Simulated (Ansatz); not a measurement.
One change: `CC#CS` becomes `CC#CC=S`.

Ansatz, PBE0-D4/def2-TZVP geometries, multiplicity 1. Each molecule was computed in one conformer, which needn't be the lowest.

| property | `CC#CS` |
| --- | --- |
| LUMO energy (ωB97M-V/def2-TZVPP) / eV | 2.02 |
| HOMO–LUMO gap (PBE/def2-TZVPP) / eV | 4.42 |
| LUMO energy (B3LYP/def2-TZVPP) / eV | -0.22 |
| HOMO–LUMO gap (PBE0/def2-TZVPP) / eV | 6.52 |
| LUMO energy (PBE/def2-TZVPP) / eV | -0.94 |
| LUMO energy (PBE0/def2-TZVPP) / eV | 0.03 |

Q: What does the change do to each property? (Best estimate.)

A: Computed: 
| property | `CC#CC=S` | shift |
| --- | --- | --- |
| LUMO energy (ωB97M-V/def2-TZVPP) / eV | -0.66 | -2.68 |
| HOMO–LUMO gap (PBE/def2-TZVPP) / eV | 1.73 | -2.69 |
| LUMO energy (B3LYP/def2-TZVPP) / eV | -2.86 | -2.64 |
| HOMO–LUMO gap (PBE0/def2-TZVPP) / eV | 3.81 | -2.71 |
| LUMO energy (PBE/def2-TZVPP) / eV | -3.49 | -2.55 |
| LUMO energy (PBE0/def2-TZVPP) / eV | -2.71 | -2.74 |

B3LYP here is the variant with VWN-RPA as its local correlation; programs differ in this.
